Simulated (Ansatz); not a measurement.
The input, for Ansatz 0.2.0:

```yaml
crystal:
  periodic: [false, false, false]
  atoms:
    - {symbol: Al, position_ang: [-0.015321, -0.009086, 1.375252]}
    - {symbol: P, position_ang: [-0.016154, 1.039525, -0.625212]}
    - {symbol: P, position_ang: [0.031810, -1.030676, -0.667823]}
    - {symbol: H, position_ang: [-0.070967, -0.028731, 2.920526]}
basis:
  gaussian: {orbitals: 6-31G}
magnetization: {spin_polarized: false, initial_magnetization: 2}
correlation: {method: fic_mrcisd_q_relaxed, electrons: outside_noble_gas, active_space: {window: {electrons: 2, orbitals: 6}, states: [{multiplicity: 3, weights: [1, 0.5, 1]}], root: 1}}
scf: {lower_state_search: off}
```

```sh
$ ansatz run in.yaml --threads 1 --pin off --events-out ev --progress --plain --max-ram 2393MiB
```

Task: Roughly how long does this take on 1 thread of Arm Neoverse V2, shared host, and how much host memory?

Result: 4 s wall and 0.14 GiB.

```
these checks for a lower state are left out or cut short: stability, starts, cluster_reference, orbital_swaps, neighbouring_geometries, increment
834 factors; integrals over basis functions are off by at most 9.0e-8 eV
mean field evaluation 1: about -25136.3159 eV, gradient 1.2e1 eV
mean field evaluation 2: about -25136.3246 eV, gradient 1.2e1 eV
mean field evaluation 4: about -25137.2147 eV, gradient 1.2e0 eV
mean field evaluation 8: about -25137.2249 eV, gradient 3.0e-3 eV
mean field -25137.22488348 eV, -923.7759758449 hartree, gradient 2.6e-6 eV, S^2 2.000000; 0 other end points of the search recorded, 0 dependent functions left out
reference -25137.22488348 eV, -923.7759758449 hartree; 23, 21 occupied and 18, 20 virtual orbitals, 834 factors
state -25137.10571298 eV, -923.7715964098 hartree
state -25135.03885976 eV, -923.6956409548 hartree
state -25134.40130739 eV, -923.6722113373 hartree
contracted CI cycle   1: correlation -0.00000000 eV, -0.0000000000 hartree, residual 1.26e1 eV
contracted CI cycle   2: correlation -3.77262929 eV, -0.1386415691 hartree, residual 2.87e0 eV
contracted CI cycle   3: correlation -4.01526053 eV, -0.1475581027 hartree, residual 8.74e-1 eV
contracted CI cycle   4: correlation -4.04026704 eV, -0.1484770749 hartree, residual 2.95e-1 eV
contracted CI cycle   5: correlation -4.04315554 eV, -0.1485832256 hartree, residual 9.86e-2 eV
contracted CI cycle   6: correlation -4.04347990 eV, -0.1485951455 hartree, residual 3.64e-2 eV
...
state -25137.10571298 eV, -923.7715964098 hartree; corrected -25141.67409704 eV, -923.9394814274 hartree
...
state -25135.03885976 eV, -923.6956409548 hartree; corrected -25140.22036693 eV, -923.8860578312 hartree
...
contracted CI cycle   9: correlation -4.39267516 eV, -0.1614278347 hartree, residual 1.35e-2 eV
contracted CI cycle  10: correlation -4.39268359 eV, -0.1614281446 hartree, residual 6.72e-3 eV
contracted CI cycle  11: correlation -4.39268555 eV, -0.1614282165 hartree, residual 3.22e-3 eV
contracted CI cycle  12: correlation -4.39268596 eV, -0.1614282315 hartree, residual 1.48e-3 eV
contracted CI cycle  13: correlation -4.39268614 eV, -0.1614282381 hartree, residual 1.61e-3 eV
contracted CI cycle  14: correlation -4.39268643 eV, -0.1614282489 hartree, residual 2.33e-3 eV
contracted CI cycle  15: correlation -4.39268735 eV, -0.1614282827 hartree, residual 4.61e-3 eV
contracted CI cycle  16: correlation -4.39268910 eV, -0.1614283470 hartree, residual 4.45e-3 eV
contracted CI cycle  17: correlation -4.39269015 eV, -0.1614283856 hartree, residual 2.81e-3 eV
contracted CI cycle  18: correlation -4.39269047 eV, -0.1614283973 hartree, residual 1.32e-3 eV
state -25134.40130739 eV, -923.6722113373 hartree; corrected -25139.40722324 eV, -923.8561753520 hartree
Total energy: -25140.22036693 eV, -923.8860578312 hartree
Checks for a lower state left out: stability, starts, cluster_reference, orbital_swaps, neighbouring_geometries, increment
```

Natural occupations, averaged over the states: 0.9746 0.4140 0.3863 0.2135 0.0107 0.0009.

Before any correction even the lowest state lies above the reference determinant, by 0.12 eV, so the averaged orbitals or the space serve it badly.
